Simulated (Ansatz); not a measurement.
Two shapes of singlet B2H6.

Shape 1:

```xyz
8

B     0.0000    0.0000    0.8809
B     0.0000    0.0000   -0.8809
H     0.9934    0.0000    0.0000
H    -0.9934    0.0000    0.0000
H     0.0000    1.0515    1.4667
H     0.0000   -1.0515    1.4667
H     0.0000    1.0515   -1.4667
H     0.0000   -1.0515   -1.4667
```

Shape 2:

```xyz
8

B     0.0483   -0.0074    0.8701
B    -0.0363   -0.0218   -0.8543
H     1.0037   -0.0365   -0.0325
H    -0.9939    0.0237   -0.0440
H    -0.0340    1.0579    1.5028
H    -0.0394   -1.0271    1.4480
H    -0.0403    1.0804   -1.4601
H    -0.0103   -1.0986   -1.4802
```

Basis set: cc-pVTZ (spherical functions). Frozen core: 2 orbitals. Charge 0, multiplicity 1.

Computed with Ansatz (development build ahead of 0.2.0); each method stands on the lowest determinant of its kind that the runs found.

(1) Which shape is lower in energy, and by how much in each method?

Results:

(1)

| method | E(2) − E(1) (eV) |
| --- | --- |
| RHF | 0.219 |
| RHF-MP2 | 0.203 |

Shape 1 is lower.
